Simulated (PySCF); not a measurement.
**Towards the basis-set limit for LiB**

One table from this session's results is given with a row withheld; the runs are named, their logs left out.

Program: PySCF 2.14.0. Level of theory: CCSD(T) on ROHF, no relativity in the base curves; scalar relativity is added as a correction. These are calculated values, not measurements.

Set-up of the first run:

| Item | Value |
| --- | --- |
| molecule | LiB |
| state | triplet, unpaired electrons σ ↑, π ↑ |
| smaller basis | Li cc-pVTZ, B cc-pVTZ |
| larger basis | Li cc-pVQZ, B cc-pVQZ |
| frozen core orbitals | 2 |
| extrapolation | correlation as n⁻³ (n = 3, 4), Hartree–Fock as (n+1)·exp(−9√n) |
| corrections | core–valence correlation, scalar relativity |
| distances (Å) | 1.8840, 1.9696, 2.0552, 2.1409, 2.2265, 2.3336, 2.4406 |
| masses (u) | 7.0160, 11.0093 |
| dissociation limit | Li + B |

Started as:

```console
OMP_NUM_THREADS=4 python comp.py task.json out
```

One of the session's tables, all rows but one given; the rest of the session is left out.

Parts of the energy along the bond, in eV from Li + B:

```
 R (Å)  HF/CBS  CCSD corr.      (T)  core–valence  relativity
1.8840  -0.593      -0.376  -0.0466       -0.0384      0.0001
1.9696  -0.725      -0.372  -0.0479       -0.0305      0.0005
2.0552  -0.791      -0.372  -0.0494       -0.0237      0.0009
2.1409  -0.806      -0.375  -0.0512       -0.0180      0.0011
2.2265       ?           ?        ?             ?           ?
2.3336  -0.718      -0.391  -0.0559       -0.0078      0.0016
2.4406  -0.625      -0.404  -0.0585       -0.0036      0.0019
```

Estimate the missing values for R (Å) = 2.2265.

Worked estimate for «HF/CBS». A straight line through the neighbours (2.1409, -0.806) and (2.3336, -0.718) gives -0.806 + (-0.718 + 0.806) × (2.2265 − 2.1409) / (2.3336 − 2.1409) = -0.767; a parabola fitted to 4 rows on both sides gives -0.782.

As computed: HF/CBS: -0.784; CCSD corr.: -0.381; (T): -0.0532; core–valence: -0.0130; relativity: 0.0014. In «HF/CBS» the line misses by +0.017 and the parabola by +0.002.
